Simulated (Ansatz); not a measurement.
Fluorite CeO2 was calculated with r²SCAN0 (plane waves, PAW; Ansatz, an electronic-structure program).

Numerical settings: plane-wave cutoff 520 eV, 8×8×8 k mesh, Fermi–Dirac smearing 0.01 eV, no spin polarisation, scalar-relativistic PAW data made under PBE.

The cell has the measured lattice: a = 5.4097 Å, b = 5.4097 Å, c = 5.4097 Å, α = 90.00°, β = 90.00°, γ = 90.00°.

Q: Predict the band gap, smallest direct gap on the k points sampled and Γ–Γ gap.

A: 
- band gap = 4.62 eV
- smallest direct gap on the k points sampled = 4.78 eV
- Γ–Γ gap = 5.77 eV

Measured, for comparison: band gap 3 eV (temperature not stated, not corrected to a static lattice, O 2p to Ce 4f, our sources range from 3.00 to 3.20; as tabulated in Tran et al. (2019), arXiv:1908.01820).

Note: cell and atoms aren't relaxed at this level (pressure -2.5 GPa).

Spin–orbit coupling is not included.

Cost on a shared machine: about 6 core-minutes (a rough figure).
